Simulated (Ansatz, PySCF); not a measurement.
This PySCF input computes a B3LYP/def2-TZVPD energy:

```python
from pyscf import gto, scf, dft

mol = gto.M(
    atom='''
    C    -0.09071946    0.00000000    0.00000000
    H     0.27215839    0.00000000   -1.03552753
    H     0.27215839    0.00000000    1.03552753
    ''',
    basis='def2-tzvpd',
    charge=1,
    spin=1,
    verbose=4,
)

mf = dft.UKS(mol, xc='b3lyp').density_fit(auxbasis='def2-universal-jkfit')
mf.grids.level = 3
mf.conv_tol = 1e-9
mf.max_cycle = 100
mf.max_memory = 1500
mf.kernel()
if not mf.converged:
    mf = mf.newton()
    mf.kernel(mf.make_rdm1())
for _ in range(2):
    mo, _, stable, _ = mf.stability(return_status=True)
    if stable:
        break
    mf.kernel(mf.make_rdm1(mo, mf.mo_occ))
mf.analyze()
```

Problem. Write an input for the same energy in Ansatz (a first-principles code) and say what it gives.

Solution. 
Ansatz 0.2 input:
```yaml
crystal:
  periodic: [false, false, false]
  atoms:
    - {symbol: C, position_ang: [-0.09071946, 0.00000000, 0.00000000]}
    - {symbol: H, position_ang: [0.27215839, 0.00000000, -1.03552753]}
    - {symbol: H, position_ang: [0.27215839, 0.00000000, 1.03552753]}
basis:
  gaussian:
    orbitals: def2-TZVPD
hamiltonian:
  xc: {name: B3LYP}
total_charge: 1
magnetization: {spin_polarized: true, initial_magnetization: 1}
output: {forces: true}
```
It gives -38.78649 Eh, and PySCF -38.78654 Eh, a difference of 0.05 mEh, from the treatment of integrals and grids.
